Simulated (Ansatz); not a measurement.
A run of Ansatz (development build ahead of 0.2.0) on doublet C2(-) at this shape:

```xyz
2

C     0.0000    0.0000   -0.6844
C     0.0000    0.0000    0.6844
```

Its results:

| Quantity | Value |
| --- | --- |
| Converged | yes |
| Total energy | -75.57903 hartree |
| Spin squared of the determinant | 0.755 |

(1) Which input gives this output? Name the method, the orbitals and the basis set, and write the input.

## Answers

(1) UHF in def2-TZVP.

```yaml
crystal:
  periodic: [false, false, false]
  atoms:
    - { symbol: C, position_ang: [0.0, 0.0, -0.6844] }
    - { symbol: C, position_ang: [0.0, 0.0, 0.6844] }
basis:
  gaussian: { orbitals: def2-TZVP }
total_charge: -1
magnetization:
  spin_polarized: true
  initial_magnetization: 1
hamiltonian:
  xc: hf
```

Caution: no diffuse functions for an anion.
